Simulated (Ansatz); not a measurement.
Born–Oppenheimer molecular dynamics of H7PSi (9 atoms, charge 0, multiplicity 1). It starts at the highest image of a converged band. Of that band: Neighbouring images differ by up to 2.9 eV, so the band resolves the path poorly. A vibrational analysis at the climbing image gives one clearly imaginary mode, 1572i cm⁻¹: a first-order saddle point.

Level of theory: RKS r2SCANh/6-31G* (Ansatz).

* ensemble: NVE (velocity Verlet)
* time step: 0.5 fs
* steps asked: 200
* starting velocities drawn for: 300 K
* seed: 2306

Frames 2.5 fs apart, positions in Å, forces in eV/Å.

Velocities at 50 fs (Å/ps):

```
Si 15.97 -6.80 -11.15
H 80.93 -4.84 -50.49
H 3.57 -11.75 -10.72
H 21.62 -38.43 4.08
H 10.69 54.25 21.56
P -15.52 3.62 12.39
H -15.55 9.15 -6.68
H -14.95 25.56 -40.39
H -54.50 44.12 12.76
```

```xyz
9
Properties=species:S:1:pos:R:3:forces:R:3 time_fs=50 energy_less_start_eV=-2.193 T=2725
Si 0.372 -0.268 -0.385 1.62 0.52 -1.14
H 1.636 -1.118 -0.159 -1.10 -0.18 -0.03
H -0.002 0.330 0.913 0.22 0.22 -0.09
H -0.911 -0.847 -0.956 0.75 -0.09 0.10
H 1.090 0.692 -1.444 -1.20 -0.55 1.07
P -2.772 0.712 1.458 -1.33 -2.19 1.73
H -3.530 -0.180 0.584 0.36 0.65 0.28
H -3.873 1.603 1.679 0.04 -0.34 0.06
H -3.150 -0.312 2.700 0.64 1.97 -1.98
9
Properties=species:S:1:pos:R:3:forces:R:3 time_fs=52.5 energy_less_start_eV=-2.430 T=2985
Si 0.414 -0.285 -0.414 2.43 0.37 -0.74
H 1.794 -1.128 -0.286 -1.92 0.38 0.06
H 0.014 0.305 0.884 0.28 -0.01 -0.01
H -0.835 -0.945 -0.945 0.62 0.00 -0.11
H 1.080 0.808 -1.360 -1.20 -0.80 0.75
P -2.812 0.719 1.491 -1.41 -1.22 0.94
H -3.557 -0.138 0.578 0.42 0.44 0.33
H -3.906 1.656 1.580 0.28 -0.37 0.14
H -3.267 -0.147 2.675 0.50 1.22 -1.35
9
Properties=species:S:1:pos:R:3:forces:R:3 time_fs=55 energy_less_start_eV=-2.627 T=3200
Si 0.461 -0.300 -0.445 2.15 0.18 0.07
H 1.843 -1.118 -0.409 -1.71 0.41 0.22
H 0.047 0.279 0.855 0.27 -0.25 0.13
H -0.722 -1.043 -0.940 0.18 -0.03 -0.36
H 1.000 0.878 -1.234 -0.74 -0.36 -0.10
P -2.855 0.724 1.524 0.22 1.50 -1.82
H -3.560 -0.072 0.588 0.11 -0.22 -0.05
H -3.924 1.688 1.490 0.37 -0.15 0.16
H -3.361 0.082 2.583 -0.85 -1.09 1.75
9
Properties=species:S:1:pos:R:3:forces:R:3 time_fs=57.5 energy_less_start_eV=-2.549 T=3117
Si 0.513 -0.316 -0.475 0.57 0.01 0.83
H 1.795 -1.086 -0.519 -0.28 -0.11 0.29
H 0.096 0.238 0.834 0.22 -0.47 0.32
H -0.599 -1.143 -0.956 -0.21 0.00 -0.47
H 0.877 0.930 -1.114 -0.19 0.55 -1.01
P -2.897 0.731 1.555 1.66 2.39 -2.62
H -3.557 -0.020 0.596 -0.27 -0.83 -0.37
H -3.921 1.712 1.409 0.28 0.27 0.05
H -3.506 0.254 2.589 -1.78 -1.79 2.97
9
Properties=species:S:1:pos:R:3:forces:R:3 time_fs=60 energy_less_start_eV=-2.599 T=3171
Si 0.565 -0.331 -0.504 -1.88 1.14 0.88
H 1.737 -1.064 -0.614 2.07 -1.06 0.11
H 0.158 0.170 0.832 0.21 -0.64 0.39
H -0.487 -1.242 -0.999 -0.30 0.26 -0.33
H 0.740 1.009 -1.049 -0.04 0.29 -1.05
P -2.937 0.743 1.582 -0.51 0.49 0.93
H -3.568 -0.013 0.586 -0.22 -0.71 0.00
H -3.900 1.751 1.331 0.19 0.43 0.00
H -3.738 0.331 2.743 0.47 -0.19 -0.91
9
Properties=species:S:1:pos:R:3:forces:R:3 time_fs=62.5 energy_less_start_eV=-2.316 T=2860
Si 0.614 -0.344 -0.531 -2.03 1.51 0.42
H 1.787 -1.097 -0.701 1.82 -0.48 0.00
H 0.233 0.064 0.852 0.26 -0.67 0.19
H -0.392 -1.326 -1.062 -0.16 0.59 -0.07
H 0.602 1.099 -1.046 0.15 -0.96 -0.54
P -2.977 0.756 1.609 -1.87 -0.29 1.51
H -3.591 -0.046 0.577 0.08 -0.10 0.66
H -3.868 1.813 1.254 0.26 0.15 0.08
H -3.950 0.390 2.857 1.50 0.26 -2.25
9
Properties=species:S:1:pos:R:3:forces:R:3 time_fs=65 energy_less_start_eV=-2.318 T=2863
Si 0.659 -0.353 -0.557 -0.49 0.42 -0.05
H 1.938 -1.154 -0.787 -0.22 0.96 0.20
H 0.324 -0.082 0.882 0.29 -0.50 -0.17
H -0.306 -1.375 -1.128 -0.05 0.71 0.13
H 0.473 1.135 -1.075 0.47 -1.60 -0.11
P -3.021 0.769 1.640 -2.17 -0.30 1.11
H -3.611 -0.087 0.605 0.17 0.30 0.88
H -3.820 1.883 1.182 0.34 -0.28 0.21
H -4.076 0.462 2.844 1.64 0.29 -2.21
9
Properties=species:S:1:pos:R:3:forces:R:3 time_fs=67.5 energy_less_start_eV=-2.612 T=3185
Si 0.702 -0.362 -0.583 0.39 -0.49 -0.05
H 2.082 -1.159 -0.862 -1.22 1.51 0.29
H 0.433 -0.256 0.902 0.24 -0.19 -0.49
H -0.224 -1.383 -1.188 -0.11 0.48 0.15
H 0.371 1.080 -1.111 0.70 -1.30 0.10
P -3.069 0.781 1.672 -1.02 0.19 0.23
H -3.622 -0.112 0.682 0.03 0.25 0.45
H -3.752 1.938 1.122 0.27 -0.51 0.25
H -4.109 0.551 2.703 0.72 0.07 -0.94
9
Properties=species:S:1:pos:R:3:forces:R:3 time_fs=70 energy_less_start_eV=-2.547 T=3114
Si 0.747 -0.372 -0.609 0.87 -1.45 0.38
H 2.157 -1.077 -0.920 -1.23 1.36 0.20
H 0.555 -0.442 0.894 0.09 0.17 -0.60
H -0.149 -1.364 -1.240 -0.31 -0.05 0.02
H 0.310 0.952 -1.143 0.59 -0.04 0.01
P -3.118 0.793 1.705 2.98 1.00 -2.03
H -3.631 -0.123 0.785 -0.20 -0.22 -0.45
H -3.669 1.963 1.077 0.07 -0.40 0.08
H -4.113 0.643 2.518 -2.86 -0.37 2.39
9
Properties=species:S:1:pos:R:3:forces:R:3 time_fs=72.5 energy_less_start_eV=-2.638 T=3213
Si 0.793 -0.385 -0.634 0.57 -2.23 0.88
H 2.164 -0.916 -0.968 -0.18 0.71 -0.16
H 0.682 -0.617 0.852 -0.13 0.47 -0.39
H -0.093 -1.348 -1.291 -0.35 -0.49 -0.08
H 0.282 0.823 -1.175 0.08 1.54 -0.24
P -3.163 0.808 1.734 2.58 0.49 -0.59
H -3.651 -0.147 0.862 -0.19 -0.39 -0.89
H -3.581 1.966 1.035 -0.15 -0.12 -0.22
H -4.266 0.717 2.453 -2.23 0.02 1.69
9
Properties=species:S:1:pos:R:3:forces:R:3 time_fs=75 energy_less_start_eV=-2.609 T=3182
Si 0.840 -0.403 -0.658 -1.30 -1.58 0.55
H 2.165 -0.713 -1.026 1.60 0.01 -0.70
H 0.801 -0.765 0.788 -0.29 0.59 0.02
H -0.055 -1.358 -1.346 0.01 -0.48 0.00
H 0.261 0.778 -1.218 -0.03 1.46 0.14
P -3.203 0.823 1.763 -1.31 -0.44 1.38
H -3.681 -0.189 0.892 0.10 0.23 -0.38
H -3.502 1.959 0.982 -0.29 -0.07 -0.30
H -4.539 0.791 2.482 1.51 0.28 -0.71
9
Properties=species:S:1:pos:R:3:forces:R:3 time_fs=77.5 energy_less_start_eV=-2.357 T=2906
Si 0.885 -0.424 -0.680 -1.49 -0.53 -0.88
H 2.248 -0.505 -1.122 0.94 -0.04 -0.48
H 0.904 -0.879 0.724 -0.28 0.57 0.33
H -0.015 -1.396 -1.400 0.49 -0.15 0.15
H 0.240 0.814 -1.251 0.34 0.15 0.89
P -3.244 0.837 1.793 -2.58 -0.57 1.02
H -3.705 -0.218 0.899 0.31 0.75 0.19
H -3.440 1.947 0.912 -0.28 -0.34 0.00
H -4.736 0.881 2.479 2.57 0.17 -1.22
```

Of the whole run (100 fs, mean temperature of the second half 3056 K): The conserved energy stayed within 0.52 meV per atom of its start (net change 0.31 meV per atom), so the integration is sound. The kinetic energy rose, since the run started high on the potential surface and went downhill. It ends in pieces (H3P + H4Si), so much of that is their flight and rotation, not heat. A run of 0.1 ps of so small a system gives no equilibrium averages. The orbitals stay closed-shell, which can raise the energy where a bond breaks towards radicals; this wasn't checked here.

Run time: 8.7 min on 1 thread of Arm Neoverse V2, with other jobs on the host, peak memory 0.12 GiB.
